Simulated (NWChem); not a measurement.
**C3H5F (SMILES C/C=C/F): levels of theory compared**

Aim: a comparison of 4 runs (HF/STO-3G, HF/3-21G, B3LYP/6-31G*) of C3H5F. 

The results are computed with NWChem 7.3.0.

## 1. The system as given

C3H5F: 9 atoms, total charge 0, spin state singlet. SMILES: `C/C=C/F`. The shape is that of a GFN2-xTB optimisation.

Bond lengths: C1–C2 1.496 Å, C2–C3 1.318 Å, C3–F4 1.347 Å, C1–H5 1.086 Å, C1–H6 1.089 Å, C1–H7 1.089 Å, C2–H8 1.080 Å, C3–H9 1.080 Å. Some angles: C1–C2–C3 123.1°, C2–C3–F4 121.8°, C1–C2–H8 118.0°, C3–C2–H8 118.9°, C2–C1–H5 110.5°, C2–C1–H6 110.7°, C2–C1–H7 110.7°, C2–C3–H9 126.3°, F4–C3–H9 111.9°, H5–C1–H6 108.5°.

## 2. Energy and forces at HF/STO-3G (run 1)

Input file c3h5f.nw:

```
START c3h5f
TITLE "C3H5F"
memory stack 880 mb heap 220 mb global 1100 mb

GEOMETRY noautosym nocenter noautoz
   C       -0.774300       0.678580      -0.551040
   C        0.030220      -0.516360      -0.148660
   C        0.948150      -0.481640       0.796800
   F        1.659190      -1.573740       1.135840
   H       -1.464620       0.422130      -1.348820
   H       -1.347450       1.058630       0.293050
   H       -0.125750       1.480530      -0.899470
   H       -0.155110      -1.448450      -0.661420
   H        1.229670       0.380320       1.383720
END

BASIS spherical bse
   * library STO-3G
END

SCF
   singlet
   rhf
   thresh 1e-08
   maxiter 80
END

TASK scf gradient
```

On the command line:

```
nwchem c3h5f.nw > c3h5f.out
```

What it wrote:

```text
[...]
  functions       =    25
[...]
  wavefunction    = RHF
[...]
         Total SCF energy =   -213.114715464803
      One-electron energy =   -519.195146229574
      Two-electron energy =    192.353175556589
 Nuclear repulsion energy =    113.727255208182
        Time for solution =      0.7s
[...]
                         RHF ENERGY GRADIENTS
    atom               coordinates                        gradient
                 x          y          z           x          y          z
   1 C      -1.463215   1.282330  -1.041315    0.009956  -0.015397   0.004399
   2 C       0.057108  -0.975779  -0.280927   -0.015170   0.007731  -0.012682
   3 C       1.791744  -0.910168   1.505734    0.006029   0.010175   0.009930
   4 F       3.135414  -2.973937   2.146426   -0.006941   0.011782  -0.003126
   5 H      -2.767730   0.797710  -2.548900    0.000105  -0.001871  -0.000534
   6 H      -2.546311   2.000521   0.553784    0.001127  -0.001083   0.002236
   7 H      -0.237633   2.797796  -1.699752    0.002386  -0.000601   0.000883
   8 H      -0.293115  -2.737174  -1.249903   -0.000400   0.002428   0.000518
   9 H       2.323739   0.718701   2.614852    0.002908  -0.013164  -0.001624
[...]
```

Wall time 1.4 s (1 thread of Intel Xeon 6975P-C (Granite Rapids), shared host); peak memory 0.097 GiB.

## 3. Energy and forces at HF/3-21G (run 2)

Input file calc.nw:

```
start calc
title "C3H5F gradient"
memory stack 880 mb heap 220 mb global 1100 mb
geometry units angstrom noautosym nocenter noautoz
  C    -0.774300    0.678580   -0.551040
  C     0.030220   -0.516360   -0.148660
  C     0.948150   -0.481640    0.796800
  F     1.659190   -1.573740    1.135840
  H    -1.464620    0.422130   -1.348820
  H    -1.347450    1.058630    0.293050
  H    -0.125750    1.480530   -0.899470
  H    -0.155110   -1.448450   -0.661420
  H     1.229670    0.380320    1.383720
end
basis "ao basis" spherical bse
  * library 3-21G
end
scf
  singlet
  rhf
  thresh 1e-08
  maxiter 80
end
task scf gradient
```

On the command line:

```
nwchem calc.nw > calc.out
```

What it wrote:

```text
[...]
  functions       =    46
[...]
  wavefunction    = RHF
[...]
         Total SCF energy =   -214.739045000869
      One-electron energy =   -519.337810559803
      Two-electron energy =    190.871510350752
 Nuclear repulsion energy =    113.727255208182
        Time for solution =      0.8s
[...]
                         RHF ENERGY GRADIENTS
    atom               coordinates                        gradient
                 x          y          z           x          y          z
   1 C      -1.463215   1.282330  -1.041315    0.004076  -0.010330   0.000235
   2 C       0.057108  -0.975779  -0.280927   -0.014595   0.009269  -0.011581
   3 C       1.791744  -0.910168   1.505734    0.016440  -0.014684   0.011849
   4 F       3.135414  -2.973937   2.146426   -0.010209   0.015895  -0.004999
   5 H      -2.767730   0.797710  -2.548900   -0.001611  -0.002343  -0.002456
   6 H      -2.546311   2.000521   0.553784    0.000698   0.000162   0.003875
   7 H      -0.237633   2.797796  -1.699752    0.003531   0.001182   0.001008
   8 H      -0.293115  -2.737174  -1.249903   -0.003039  -0.003677  -0.004299
   9 H       2.323739   0.718701   2.614852    0.004709   0.004526   0.006369
[...]
```

Wall time 1.4 s (1 thread of Intel Xeon 6975P-C (Granite Rapids), shared host); peak memory 0.097 GiB.

Run 3 isn't shown in full; the table further down has it.

## 4. Energy and gradient at B3LYP/6-31G(d) (Cartesian functions) (run 4)

Input file c3h5f.xyz:

```xyz
9

C     -0.774300     0.678580    -0.551040
C      0.030220    -0.516360    -0.148660
C      0.948150    -0.481640     0.796800
F      1.659190    -1.573740     1.135840
H     -1.464620     0.422130    -1.348820
H     -1.347450     1.058630     0.293050
H     -0.125750     1.480530    -0.899470
H     -0.155110    -1.448450    -0.661420
H      1.229670     0.380320     1.383720
```

Input file c3h5f.nw:

```
start c3h5f
memory stack 880 mb heap 220 mb global 1100 mb
geometry noautosym nocenter noautoz
   load format xyz c3h5f.xyz
end
basis cartesian
   * library 6-31G*
end
dft
   xc b3lyp
   grid xfine
   convergence energy 1e-08
   maxiter 100
   mulliken
   print medium
end
task dft gradient
```

On the command line:

```
nwchem c3h5f.nw > c3h5f.out
```

What it wrote:

```text
[...]
          Wavefunction type:  closed shell.
          No. of atoms     :     9
          No. of electrons :    32
[...]
          Charge           :     0
          Spin multiplicity:     1
[...]
          AO basis - number of functions:    70
[...]
              XC Information
              --------------
                         B3LYP Method XC Potential
                     Hartree-Fock (Exact) Exchange  0.200
                        Slater Exchange Functional  0.800 local
                    Becke 1988 Exchange Functional  0.720 non-local
              Lee-Yang-Parr Correlation Functional  0.810
                  VWN I RPA Correlation Functional  0.190 local
[...]
 d= 0,ls=0.0,diis     1   -217.0755331030 -3.31D+02  1.31D-02  5.83D-01     2.3
[...]
 d= 0,ls=0.0,diis     8   -217.1340985846 -3.14D-09  6.52D-06  4.06D-07    16.8
         Total DFT energy =     -217.134098584593
      One electron energy =     -521.502771093000
           Coulomb energy =      219.257917450386
    Exchange-Corr. energy =      -28.616500150162
 Nuclear repulsion energy =      113.727255208182
[...]
      Total Density - Mulliken Population Analysis
     ---------------------------------------------
    Atom       Charge   Shell Charges
 -----------   ------   -------------------------------------------------------
    1 C    6     6.49   1.99  0.68  2.15  0.63  1.01  0.03
    2 C    6     6.16   1.99  0.70  2.09  0.52  0.85  0.01
    3 C    6     5.84   1.99  0.71  1.98  0.46  0.66  0.03
    4 F    9     9.28   1.99  0.95  3.31  0.96  2.00  0.06
    5 H    1     0.84   0.53  0.31
    6 H    1     0.83   0.53  0.31
    7 H    1     0.83   0.53  0.31
    8 H    1     0.85   0.53  0.32
    9 H    1     0.87   0.54  0.33
[...]
  wavefunction    = closed shell
[...]
```

It took 21 s on 1 thread of Intel Xeon 6975P-C (Granite Rapids), shared host; peak memory 0.14 GiB.

## 5. Overview of the runs

```tsv
run	level	iteration cap	module	energy (Eh)	dipole moment (D)	HOMO energy (eV)	LUMO energy (eV)	wall time
1	HF/STO-3G	80	scf	-213.114715	1.11	-7.89	8.63	1.4 s
2	HF/3-21G	80	scf	-214.739045	2.12	-9.82	4.90	1.4 s
3	B3LYP/6-31G* (spherical functions)	100	dft	-217.130752	1.56	-6.56	0.70	19 s
4	B3LYP/6-31G* (Cartesian functions)	100	dft	-217.134099	1.57	-6.56	0.70	21 s
```

## 6. Results

```
                       quantity          value
            run 4: total energy  -217.13410 Eh
           run 4: dipole moment         1.57 D
             run 4: HOMO energy       -6.56 eV
             run 4: LUMO energy        0.70 eV
           run 4: HOMO–LUMO gap        7.26 eV
run 4: largest force on an atom     0.362 eV/Å
```

**Reading.** The dipole moment (its size) runs from 1.11 D (HF/STO-3G) to 2.12 D (HF/3-21G). The HOMO–LUMO gap runs from 7.26 eV (B3LYP/6-31G*) to 16.52 eV (HF/STO-3G). The two ends differ in method and basis. In run 1 the basis is minimal, so the values are rough. All runs together took 42 s, the longest 21 s.
